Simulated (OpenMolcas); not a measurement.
# C3H4 (propyne): a line through the functionals

C3H4: 7 atoms, total charge 0, spin state singlet. SMILES: `C#CC`. The shape is that of a PBE0-D4/def2-TZVP optimisation.

The HOMO–LUMO gap y, in eV, basis def2-SVPD; a is the functional's share of exact exchange. Programs: OpenMolcas 26.06.

| functional | program | a | y (eV) |
| --- | --- | --- | --- |
| BLYP | OpenMolcas | 0 | 6.46 |
| r2SCAN | OpenMolcas | 0 | 7.35 |
| B3LYP | OpenMolcas | 0.2 | 8.00 |
| PBE0 | OpenMolcas | 0.25 | ? |
| BHLYP | OpenMolcas | 0.5 | 10.05 |

**Question.** Fit y = c + s·a to the known rows and predict PBE0.

**Answer.** 
1. Means of the 4 rows: a = 0.1750, y = 7.965.
2. Σ(Δa)² = 0.1675, Σ(Δa·Δy) = 1.0495, so the slope is 1.0495/0.1675 = 6.2657.
3. Intercept: 7.965 − (6.2657) × 0.1750 = 6.869. The largest residual of the fit is 0.48.
4. PBE0: 6.869 + (6.2657) × 0.25 = 8.44 eV.

The run gave 8.57 eV, so the prediction is off by -0.13 eV, within the scatter of the fit. Exact exchange lowers occupied levels and raises empty ones. The rows mix families of semi-local functionals, which the line can't see.
